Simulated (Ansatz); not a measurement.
This script for Ansatz's Python interface starts 2 runs on O₂S, SMILES O=S=O. What input does the engine get in each?

`o2s_cas.py`:
```python
# -*- coding: utf-8 -*-
"""Static correlation in O2S: natural occupations of an active space."""

import ansatz


def main():
    geometry_ang = [
        ("O", [-0.97025, 0.62965, -0.45905]),
        ("S", [0.28003, 0.37141, 0.19409]),
        ("O", [0.69022, -1.00106, 0.26496]),
    ]
    mol = ansatz.Crystal.molecule()
    for symbol, xyz in geometry_ang:
        mol = mol.atom(symbol, xyz)

    calc = mol.calculation().basis(gaussian="def2-SVP").correlation(active_electrons=2, active_orbitals=2)
    for method in [None, "sc_nevpt2"]:
        report = (calc if method is None else calc.correlation(method)).run(threads=1).report
        space = report["configurations"]
        state = space["states"][0]
        print(method or "casscf", f"total {report['free_energy_ev'] / 27.211386246:.6f} Ha, active-space state {state['energy']['hartree']:.6f} Ha, mean field {report['reference_energy_ev'] / 27.211386246:.6f} Ha")
        print("  determinants", state["n_determinants"], " natural occupations", [round(n, 3) for n in space["natural_occupations"]])


if __name__ == "__main__":
    main()
```

Run 1:
```yaml
crystal:
  periodic: [false, false, false]
  atoms:
    - { symbol: O, position_ang: [-0.97025, 0.62965, -0.45905] }
    - { symbol: S, position_ang: [0.28003, 0.37141, 0.19409] }
    - { symbol: O, position_ang: [0.69022, -1.00106, 0.26496] }
basis:
  gaussian:
    orbitals: def2-SVP
correlation:
  active_space:
    window:
      electrons: 2
      orbitals: 2
```

Run 2, against run 1:
```diff
+  method: sc_nevpt2
```

Running `python o2s_cas.py` prints:
```text
casscf total -546.955764 Ha, active-space state -546.955764 Ha, mean field -546.925677 Ha
  determinants 4  natural occupations [1.915, 0.085]
sc_nevpt2 total -547.437102 Ha, active-space state -546.955764 Ha, mean field -546.925677 Ha
  determinants 4  natural occupations [1.915, 0.085]
```

Reading the output:
- The settings weren't tested for convergence.
- The geometry is a force-field or estimated start, not a minimum of this method, and the basis set is short of its limit. The active space starts as a window about the frontier orbitals and is then optimised, not chosen by chemistry.
- Hardware and time: 2.4 s on 1 thread of Arm Neoverse V2, with other jobs on the host, peak memory 0.15 GiB.
